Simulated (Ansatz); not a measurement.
**Worked example: GaH4⁺, quintet against GaH$_{4}$⁺, triplet**

Geometry (PBE0/def2-TZVP stationary point of a triplet), kept for both states:

```xyz
5

Ga    0.0000    0.0000    0.0000
H     0.6525    0.6641    1.3539
H    -0.6625   -0.6541    1.3539
H    -0.6541    0.6525   -1.3587
H     0.6641   -0.6625   -1.3490
```

Basis cc-pVDZ; Ansatz 0.2.0. Only valence electrons are correlated (noble-gas cores and the filled d shells of p-block atoms frozen). R marks a restricted (for open shells ROHF) determinant. No spin–orbit coupling is included, and no scalar relativity.

Full CI is exact within this basis and frozen core; it isn't the basis-set limit.

```tsv
level	E(GaH4⁺, triplet) (hartree)	E(GaH4⁺, quintet) (hartree)
RCCSD(T)	-1925.150584	-1924.880861
PBE	-1926.417689	-1926.156973
PBE0	-1926.459081	-1926.193108
full CI	-1925.151413	-1924.881596
```

Q: Give the vertical gap, GaH4⁺ quintet less GaH4⁺ triplet, at each level in eV (1 hartree = 27.2114 eV), and each error against full CI.

A: full CI: (-1924.881596 − (-1925.151413)) × 27.2114 = 7.342 eV (the reference)
PBE0: (-1926.193108 − (-1926.459081)) × 27.2114 = 7.237 eV, error -0.105 eV
PBE: (-1926.156973 − (-1926.417689)) × 27.2114 = 7.094 eV, error -0.248 eV
RCCSD(T): (-1924.880861 − (-1925.150584)) × 27.2114 = 7.340 eV, error -0.002 eV

Total energies of functionals can't be set beside those of wave-function methods, since they hold the core's correlation and their own absolute errors; only the differences compare.

In so small a basis the reference is far from its limit while semilocal and hybrid functionals are nearer theirs, so the functionals' errors here hold much of the reference's basis and frozen-core error, which can add to them or hide them.

Each level lands on the state that its own search finds. T1 diagnostics of restricted CCSD: 0.027 and 0.030.
